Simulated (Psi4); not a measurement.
**HCl (SMILES Cl) at wB97M-V/def2-TZVPPD**

Aim: the vertical ionisation energy of HCl at wB97M-V/def2-TZVPPD, from 2 runs. 

Program for the calculation: Psi4 1.11.

2 further runs of the same task are left out: 2 set aside as unsound or not needed.

## Step 1: Starting point

The species is HCl (2 atoms), meant as a singlet with charge 0. SMILES: `Cl`. The coordinates come from a PBE0-D4/def2-TZVP relaxation.

Bond lengths: Cl1–H2 1.279 Å.

## Step 2: The energy at wB97M-V/def2-TZVPPD

Contents of calc.dat:

```
memory 1600 MB

molecule {
  0 1
  Cl     0.546000    -0.178500     0.280800
  H     -0.546000     0.178500    -0.280800
  symmetry c1
  no_reorient
  no_com
}

set {
  basis                def2-TZVPPD
  reference            rks
  puream               true
  e_convergence        1e-09
  d_convergence        1e-08
  scf_type             pk
  dft_radial_points    99
  dft_spherical_points 590
}

energy_value, wavefunction = energy("wb97m-v", return_wfn=True)
```

Started as:

```console
psi4 -n 1 calc.dat calc.out
```

calc.out:

```text
[...]
  Running in c1 symmetry.
[...]
  Nuclear repulsion =    7.034776949773978
[...]
  Multiplicity = 1
[...]
  Nalpha       = 9
  Nbeta        = 9
[...]
    Number of basis functions: 68
[...]
   @RKS iter   1:  -460.76754215309438   -1.31943e-01   3.88166e-03 ADIIS/DIIS
[...]
   @RKS iter   9:  -460.79168918008867   -1.10276e-11   8.04233e-09 DIIS
[...]
    Orbital Energies [Eh]
    ---------------------
    Doubly Occupied:
       1A   -101.882483     2A     -9.655485     3A     -7.359723
       4A     -7.352004     5A     -7.352004     6A     -0.968213
       7A     -0.574339     8A     -0.435517     9A     -0.435517
[...]
  @RKS Final Energy:  -460.79168918008867
   => Energetics <=
    Nuclear Repulsion Energy =              7.0347769497739776
    One-Electron Energy =                -649.8743325353639193
    Two-Electron Energy =                 203.9853310540338498
    DFT Exchange-Correlation Energy =     -22.0138617988935401
    Empirical Dispersion Energy =           0.0000000000000000
    VV10 Nonlocal Energy =                  0.0763971503608700
    Total Energy =                       -460.7916891800886674
[...]
 Multipole Moments:
 ------------------------------------------------------------------------------------
     Multipole            Electronic (a.u.)      Nuclear  (a.u.)        Total (a.u.)
 ------------------------------------------------------------------------------------
 L = 1.  Multiply by 2.5417464519 to convert [e a0] to [Debye]
 Dipole X            :        -16.8788429           16.5086474           -0.3701955
 Dipole Y            :          5.5180833           -5.3970578            0.1210254
 Dipole Z            :         -8.6805478            8.4901615           -0.1903863
 Magnitude           :                                                    0.4335191
[...]
```

It took 20 s on 1 thread of Intel Xeon Platinum 8259CL at 2.50GHz (Skylake/Cascade Lake), shared host; peak memory 0.78 GiB.

## Step 3: The doublet cation

Contents of calc.inp:

```
memory 1600 MB

molecule {
  1 2
  Cl
  H 1 1.278791
  symmetry c1
  no_reorient
  no_com
}

set globals {
  basis                def2-TZVPPD
  reference            uks
  puream               true
  e_convergence        1e-09
  d_convergence        1e-08
  scf_type             pk
  dft_radial_points    99
  dft_spherical_points 590
  maxiter              200
}

E, wfn = energy('wb97m-v', return_wfn=True)
```

Started as:

```console
psi4 -n 1 calc.inp calc.out
```

calc.out:

```text
[...]
  Running in c1 symmetry.
[...]
  Nuclear repulsion =    7.034779398189383
[...]
  Multiplicity = 2
[...]
  Nalpha       = 9
  Nbeta        = 8
[...]
    Number of basis functions: 68
[...]
   @UKS iter   1:  -460.29745168075453    3.38148e-01   3.08956e-03 ADIIS/DIIS
[...]
   @UKS iter  11:  -460.32342056026323   -1.08002e-12   1.71663e-09 DIIS
[...]
   @S^2 Observed:                7.524917780E-01
[...]
    Orbital Energies [Eh]
    ---------------------
    Alpha Occupied:
       1A   -102.334693     2A    -10.099525     3A     -7.815330
       4A     -7.798861     5A     -7.790663     6A     -1.381344
       7A     -0.952051     8A     -0.865792     9A     -0.819620
    Alpha Virtual:
      10A     -0.222211    11A     -0.127494    12A     -0.101214
      13A     -0.100894    14A     -0.094950    15A     -0.065642
      16A     -0.052118    17A     -0.029984    18A     -0.029683
      19A      0.065900    20A      0.074910    21A      0.102180
      22A      0.109823    23A      0.222484    24A      0.262222
      25A      0.283292    26A      0.304707    27A      0.304742
[...]
  @UKS Final Energy:  -460.32342056026323
   => Energetics <=
    Nuclear Repulsion Energy =              7.0347793981893831
    One-Electron Energy =                -642.3468432031498878
    Two-Electron Energy =                 196.7600838526458062
    DFT Exchange-Correlation Energy =     -21.8447358764864674
    Empirical Dispersion Energy =           0.0000000000000000
    VV10 Nonlocal Energy =                  0.0732952685379814
    Total Energy =                       -460.3234205602631732
[...]
 Multipole Moments:
 ------------------------------------------------------------------------------------
     Multipole            Electronic (a.u.)      Nuclear  (a.u.)        Total (a.u.)
 ------------------------------------------------------------------------------------
 L = 1.  Multiply by 2.5417464519 to convert [e a0] to [Debye]
 Dipole X            :         -0.0000000            0.0000000           -0.0000000
 Dipole Y            :         -0.0000000            0.0000000           -0.0000000
 Dipole Z            :         -0.5678387            1.1980381            0.6301995
 Magnitude           :                                                    0.6301995
[...]
```

Wall time 26 s (1 thread of Intel Xeon Platinum 8259CL at 2.50GHz (Skylake/Cascade Lake), shared host); peak memory 0.79 GiB.

## Step 4: Results

Level: wB97M-V/def2-TZVPPD.

| quantity | value |
| --- | --- |
| singlet HCl: total energy | -460.79169 Eh |
| singlet HCl: dipole moment | 1.10 D |
| singlet HCl: HOMO energy | -11.85 eV |
| singlet HCl: LUMO energy | 1.08 eV |
| singlet HCl: HOMO–LUMO gap | 12.93 eV |
| doublet cation: total energy | -460.32342 Eh |
| doublet cation: HOMO energy (highest over α and β) | -21.77 eV |
| doublet cation: LUMO energy (lowest over α and β) | -13.59 eV |
| doublet cation: ⟨S²⟩ | 0.752 |
| vertical ionisation energy (to the doublet cation) | 12.742 eV |

In words: Removing an electron at fixed nuclei costs 12.74 eV (1229 kJ/mol). The negative HOMO energy of the first species, 11.85 eV, lies 0.89 eV below that difference.
